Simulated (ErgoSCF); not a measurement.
# Two attempts at BSiH3 (SMILES B[SiH])

Aim: a single-point energy of BSiH3 at UCAM-B3LYP/6-31G** (spherical functions).

The calculation is run with ErgoSCF 3.8.

5 further runs of the same task are left out: 1 that didn't finish, 4 set aside as unsound or not needed.

### Step 1. The structure to begin with

The species is BSiH3 (5 atoms), meant as a triplet with charge 0. SMILES: `B[SiH]`. The shape is that of a GFN2-xTB optimisation.

Bond lengths: B1–Si2 1.878 Å, B1–H3 1.179 Å, B1–H4 1.176 Å, Si2–H5 1.476 Å. Angles: B1–Si2–H5 134.9°, Si2–B1–H3 120.6°, Si2–B1–H4 121.0°, H3–B1–H4 118.4°.

### Step 2. Try one

job.ego reads:

```
# BH3Si
set_nthreads(1)
molecule_inline Angstrom
B       -0.206730      -0.708170       0.126670
Si       0.760780       0.829450      -0.350440
H       -1.303690      -0.620750       0.549520
H        0.263590      -1.779740       0.010050
H        0.486040       2.279200      -0.335800
EOF
scf.max_number_of_iterations = 59
scf.output_mulliken_pop = 1
scf.use_diagonalization = 1
spin_polarization = 2
basis = "6-31Gss"
tmpdir = "."
XC.type = "Turbo"
multiplicity = 1
run "Camb3lyp"
```

Started as:

```console
$ ergo job.ego
```

The log of the run:

```text
INMA ERGO version 3.8
INMA reading input from file job.ego
INMA B (charge=5.0) -0.390663 -1.338247 0.239372
INMA Si (charge=14.0) 1.437666 1.567433 -0.662236
INMA H (charge=1.0) -2.463617 -1.173047 1.038442
INMA H (charge=1.0) 0.498113 -3.363221 0.018992
INMA H (charge=1.0) 0.918482 4.307064 -0.634570
INMA  max_number_of_iterations := 59
INMA  output_mulliken_pop := 1
INMA  use_diagonalization := 1
INMA  spin_polarization := 2
INMA  basis := 6-31Gss
INMA Basis really set to 6-31Gss
INMA  type := Turbo
ERMA Variable multiplicity not found.
```

Standard output:

```text
Inline main molecule with 5 atoms.
line 17: Unknown variable at 'multiplicity'
line 17: Aborted.
```

Run time: 0.13 s. Hardware: 1 thread of Intel Xeon at 2.50GHz (Skylake/Cascade Lake), shared host.

### Step 3. Diagnosis

The input was rejected.

The telling line is `line 17: Unknown variable at 'multiplicity'`. The fault: the input text is malformed or holds a word that the program doesn't know (`multiplicity`).

### Step 4. Second attempt

job.ego reads:

```
# Camb3lyp on BH3Si
set_nthreads("env")
molecule_inline Angstrom
B       -0.206730      -0.708170       0.126670
Si       0.760780       0.829450      -0.350440
H       -1.303690      -0.620750       0.549520
H        0.263590      -1.779740       0.010050
H        0.486040       2.279200      -0.335800
EOF
scf.use_diagonalization = 1
spin_polarization = 2
basis = "6-31Gss"
scf.max_number_of_iterations = 150
tmpdir = "."
XC.type = "Turbo"
scf.output_mulliken_pop = 1
run "Camb3lyp"
```

Started as:

```console
$ ergo < job.ego
```

The log of the run:

```text
[...]
INSC SCF_general constructor, number of basis functions: 47
[...]
INSC Energy   1 =       -117.26103726521
[...]
INDE E_LUMO =         -0.07925168765
[...]
INSC Energy  25 =       -315.98295310536  ( diff     -0.000000000003865 )
[...]
RESC CONVERGED after  25 iterations.
RESC FINAL ENERGY:       -315.98295310536
RESC FINAL <S2> =          2.00247890548
[...]
INSC SCF: dipole_moment_x [atomic units] =       0.02241346
INSC SCF: dipole_moment_y [atomic units] =       0.27903831
INSC SCF: dipole_moment_z [atomic units] =      -0.02634192
[...]
```

Run time: 54 s. Hardware: 1 thread of Intel Xeon at 2.50GHz (Skylake/Cascade Lake), shared host; peak memory 0.27 GiB.

### Step 5. What came out

Level: UCAM-B3LYP/6-31G** (spherical functions).

| quantity | value |
| --- | --- |
| total energy | -315.98295 Eh |
| dipole moment | 0.71 D |
| ⟨S²⟩ | 2.002 |
